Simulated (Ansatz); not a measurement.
System: zinc-blende HgSe. Method: PBE (Ansatz, a program for electronic structure, PAW).

Settings: plane-wave cutoff 520 eV, 20×20×20 k mesh, Fermi–Dirac smearing 0.05 eV, scalar-relativistic PAW data made under PBE.

Cell (relaxed at this level):

```xyz
2
Lattice="0.0000 3.1300 3.1300 3.1300 0.0000 3.1300 3.1300 3.1300 0.0000" Properties=species:S:1:pos:R:3 pbc="T T T"
Hg     0.0000     0.0000     0.0000
Se     4.6950     4.6950     4.6950
```

Question: Predict the elastic constant C44, polycrystal shear modulus (Hill average), elastic constant C12, elastic constant C11 and Voigt–Reuss–Hill bulk modulus.

Answer: 
* **elastic constant C44**: 21.3 GPa
* **polycrystal shear modulus (Hill average)**: 13.9 GPa
* **elastic constant C12**: 37.6 GPa
* **elastic constant C11**: 52.4 GPa
* **Voigt–Reuss–Hill bulk modulus**: 42.6 GPa

Measured, for comparison: elastic constant C44 23.1 GPa, elastic constant C12 51.0 GPa, elastic constant C11 69 GPa (0 K, extrapolated to 0 K; as tabulated in Elastic constants of mercury selenide). Computed (rounded) less measured: elastic constant C44 -8 %, elastic constant C12 -26 %, elastic constant C11 -24 %.

Note: the solid has no gap at this level, which affects its response.

Elastic constants are with the ions relaxed.

Spin–orbit coupling is not included; it can shift volumes and moduli of such heavy elements.

Static lattice: no zero-point or thermal effects.
